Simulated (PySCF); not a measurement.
CH₂O.

```xyz
4

C      0.0000     0.0000    -0.5246
O      0.0000     0.0000     0.6712
H      0.0000     0.9404    -1.1112
H      0.0000    -0.9404    -1.1112
```
Charge 0, spin multiplicity 1.

Geometry optimised at PBE0-D3(BJ)/def2-TZVPD.

All values below come from PySCF with PBE/pcSseg-2. Non-relativistic, no solvent.

### Question
Give the absolute GIAO shielding of each atom: isotropic value and principal components (ppm). (The exact figures need the calculation; the answer reports its results.)

### Answer

```csv
atom,σ(iso),σ11,σ22,σ33,span
C1,-24.8,-106.9,-56.6,89.1,196.0
O2,-442.3,-1219.1,-510.0,402.1,1621.2
H3,20.9,20.2,20.9,21.6,1.4
H4,20.9,20.2,20.9,21.6,1.4
```
